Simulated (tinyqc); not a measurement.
Stretching all distances: RHF, UHF, MP2, CISD and CCSD against full CI in the sto-6g basis, for BH3, spin multiplicity 1. Computed by the program tinyqc with PySCF. 

Geometry (angstrom):

| atom | x | y | z |
|---|---|---|---|
| B | 0.0000 | 0.0000 | 0.0010 |
| H | 1.1530 | 0.0000 | 0.0000 |
| H | -0.5760 | 0.9980 | 0.0000 |
| H | -0.5760 | -0.9980 | 0.0000 |

All coordinates are multiplied by the scale. c0^2 is the weight of the RHF determinant in the lowest singlet FCI state (UHF is spin-contaminated and may lie near states of higher spin) and n(LUMO) the first natural occupation beyond the occupied space.

Full CI energy (hartree) and errors against it (kcal/mol):

| scale | distance 1-2 (angstrom) | E(FCI) | RHF | UHF | MP2 | CISD | CCSD | <S^2> UHF | c0^2 | n(LUMO) |
|---|---|---|---|---|---|---|---|---|---|---|
| 0.8900 | 1.0262 | -26.332972 | 25.8661 | 25.8661 | 7.4486 | 0.4629 | 0.1463 | 0.0000 | 0.9792 | 0.0117 |
| 1.0600 | 1.2222 | -26.379863 | 35.7535 | 35.7535 | 11.4086 | 0.9991 | 0.2624 | 0.0000 | 0.9643 | 0.0239 |
| 1.2300 | 1.4182 | -26.313702 | 50.2504 | 50.2504 | 17.4727 | 2.3053 | 0.5757 | 0.0000 | 0.9372 | 0.0482 |
| 1.4000 | 1.6142 | -26.207024 | 70.4296 | 70.4296 | 26.3749 | 5.2468 | 1.4049 | 0.0000 | 0.8905 | 0.0948 |
| 1.5700 | 1.8102 | -26.096222 | 97.3370 | 89.8827 | 38.9656 | 11.2525 | 3.5090 | 0.7419 | 0.8147 | 0.1813 |
| 1.7500 | 2.0178 | -25.996702 | 133.7427 | 77.0755 | 57.0778 | 22.7607 | 8.6282 | 1.5915 | 0.6941 | 0.3423 |

UHF parts from RHF first at scale 1.57 of those listed, where <S^2> leaves zero. The weight c0^2 goes from 0.98 to 0.69 and n(LUMO) from 0.01 to 0.34: static correlation grows as the bonds break into open-shell fragments. The spread of the error along the curve, which distorts its shape, is CCSD 8.5, CISD 22.3, MP2 49.6, UHF 64.0, RHF 107.9 kcal/mol. The table stops here: at scale 1.92 and beyond, the reference weight falls under 0.45 or RHF, UHF or CCSD hop between solutions, so those rows were left out and the spreads given cover only the rows shown. As computed, partly on other solutions, the errors there reach in size RHF 257, UHF 57, MP2 102, CISD 79, CCSD 47 kcal/mol.
